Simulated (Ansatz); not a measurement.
## OH− (hydroxide): where methods fail along a bond

The species is OH− (2 atoms), meant as a singlet with charge -1. As SMILES, `[OH-]`. The coordinates come from a PBE0-D4/def2-TZVPD relaxation.

```xyz
2

O     0.4118   -0.1318    0.2125
H    -0.4118    0.1318   -0.2125
```

The O1–H2 distance is scanned; the parts on either side stay rigid. Basis cc-pVDZ, 1 core orbital frozen in the correlated methods; program Ansatz 0.2.0. FCI is exact within this basis and core. Energies in eV from each method's value at 0.964 Å; methods without a U are spin-restricted. The set has no diffuse functions, which an anion needs. The shape above is that at 0.964 Å.

```csv
distance (Å),revPBE,B3LYP,HSE06,B2PLYP,MP2,FCI
0.964,0.00,0.00,0.00,0.00,0.00,0.00
1.204,0.43,0.51,0.59,0.56,0.66,0.55
1.445,1.36,1.49,1.66,1.60,1.85,1.52
1.927,2.85,3.05,3.34,3.23,3.84,2.96
2.409,3.67,3.97,4.32,4.16,5.11,3.76
```

Departure from the FCI curve at its largest: revPBE -0.16 eV at 1.45 Å; B3LYP +0.21 eV at 2.41 Å; HSE06 +0.56 eV at 2.41 Å; B2PLYP +0.40 eV at 2.41 Å; MP2 +1.35 eV at 2.41 Å. For the functionals part of the departure is owed to the small basis.
